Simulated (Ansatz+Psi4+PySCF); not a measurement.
## doublet SF2(+): levels of theory in one basis

```xyz
3

S    -0.0113    0.0134    0.0142
F    -0.0147    1.2143    1.0538
F    -0.0042   -1.2267    1.0518
```

Basis set: cc-pVTZ on F; cc-pV(T+d)Z on S (spherical functions). Frozen core: 7 orbitals. Correlation on ROHF uses semicanonical orbitals with singles. Charge 1, multiplicity 2.

Computed with Ansatz (development build ahead of 0.2.0) and Psi4 1.11; each method stands on the lowest determinant of its kind that the runs found.

| method | E − E(ROHF) (eV) | <S²> of the determinant |
| --- | --- | --- |
| ROHF | 0.00 | 0.75 |
| UHF | -0.20 | 0.77 |
| UHF-MP2 | -18.09 | 0.77 |

Problem. What does ROHF-MP2 give on the same scale?

Solution. -18.15 eV.
